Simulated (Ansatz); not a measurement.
Reactions of `C1CCCCC1`.

Program: Ansatz. Geometries: PBE0-D4/def2-TZVP. ΔE: electronic, gas phase. CCSD(T)/CBS is the MP2 limit (def2-TZVPP, def2-QZVPP) plus CCSD(T) − MP2 in def2-TZVPP, frozen cores. This one scheme is used for every species, atoms too. Double bonds are as drawn, so ΔE can hold a change between cis and trans. No spin–orbit coupling; open shells (•) take unrestricted orbitals. Spin–orbit coupling would lower the free atoms: a little for C. One conformer a species, not always the lowest.

(1) Order these by ΔE at CCSD(T)/CBS, lowest first. (Estimate.)
A. `C1CCCCC1` → `C/C=C\CCC`
B. `C1CCCCC1` → `C/C=C(/C)CC`
C. `C1CCCCC1` → 6 C• + 12 H•

Largest T1 diagnostic: 0.009, for `C/C=C(/C)CC`.

## Answers

(1) B (+47.8 kJ/mol), A (+57.2 kJ/mol), C (+7354.2 kJ/mol).
